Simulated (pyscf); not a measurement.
Single points on ωB97X-D3(BJ)/def2-SVP structures (PySCF, gas phase).

Question: HO–WH(F)(F)(F)–F (SMILES [OH][WH]([F])([F])([F])[F]) → O=W(F)(F)(F)–F (SMILES [O]=[W]([F])([F])([F])[F]) + H₂ (SMILES [H][H])
Surface: singlet. Broken: H–O, H–W. Formed: H–H. Give ΔE‡ and ΔE from ωB97M-D3(BJ)/def2-TZVP, relative to the reactant's lowest minimum found.

Answer: ΔE‡ = 25.2 kcal/mol, ΔE = -22.5 kcal/mol. Zero-point energy shifts the barrier by +2.3 kcal/mol. It is an elimination, with an imaginary mode of 1685i cm⁻¹. At the saddle there is also a short H–W contact that neither side keeps. One saddle was located; it need not be the lowest between these sides. Elements past Kr carry the def2 core potentials, without spin-orbit coupling.
